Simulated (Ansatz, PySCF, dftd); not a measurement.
System: C₂H₅S, charge 0, doublet. C2H5S (SMILES S[CH]C, doublet).
B3LYP-D3(BJ)/def2-TZVP minimum from Ansatz (a first-principles code):
```
C
H 1 1.0800
C 1 1.4873 2 121.01
H 3 1.0916 1 110.45 2 37.93
H 3 1.0934 4 107.87 1 -122.15
H 3 1.0995 4 107.14 5 -114.80
S 1 1.7329 2 118.12 3 -161.68
H 7 1.3427 1 97.92 2 -17.22
```
Charge 0, spin multiplicity 2.

Quantity: enthalpy of formation at 298 K (by atomisation, with ideal-gas terms from PySCF's Hessian at B3LYP-D3(BJ)/def2-TZVP and the atoms' measured values of the G2/97 table; no spin-orbit terms), in kcal/mol. Open shells are spin-unrestricted; no spin-orbit coupling. Correlated methods leave the cores frozen. Rows without X2C or -DK are non-relativistic. CBS(X,Y): correlation extrapolated as X^-3, Hartree-Fock from the larger set. A bracket is a step between two methods taken in the basis named. The functionals are non-relativistic, so their misses hold any scalar relativity. Double hybrids freeze cores in their MP2 part. 'core' is core correlation in cc-pwCVTZ (1s frozen past Ne), 'X2C' scalar relativity in cc-pVTZ-DK, both at CCSD(T). For partners of very few electrons the exact lower level stands in for a higher one.

| level | program | enthalpy of formation at 298 K (kcal/mol) | difference against the last row |
|---|---|---|---|
| HF/aug-cc-pV(T+d)Z | Ansatz | 202.1 | 173.3 |
| HF/cc-pV(Q+d)Z | Ansatz | 201.3 | 172.5 |
| PBE-D3(BJ)/def2-TZVPD | Ansatz + dftd3 | 13.9 | -14.9 |
| PBE0-D3(BJ)/def2-TZVPD | Ansatz + dftd3 | 23.3 | -5.5 |
| PBE0-D4/def2-TZVPD | Ansatz + dftd4 | 23.7 | -5.1 |
| B2PLYP/def2-TZVPD | Ansatz | 39.2 | 10.4 |
| B2GP-PLYP-D4/def2-TZVPD | Ansatz + dftd4 | 40.1 | 11.3 |
| B2GP-PLYP/def2-TZVPD | Ansatz | 41.3 | 12.5 |
| CCSD/cc-pV(Q+d)Z | Ansatz | 47.1 | 18.3 |
| CCSD(T)/cc-pV(D+d)Z | Ansatz | 80.8 | 52.0 |
| CCSD(T)/CBS(cc-pV(T+d)Z,cc-pV(Q+d)Z) | Ansatz | 31.1 | 2.3 |
| CCSDT(Q)/cc-pV(D+d)Z | Ansatz | 80.3 | 51.5 |
| CCSD(T)/CBS(cc-pV(T+d)Z,cc-pV(Q+d)Z) + [CCSDT(Q) - CCSD(T)]/cc-pV(D+d)Z + core + X2C | Ansatz | 28.8 | 0.0 |
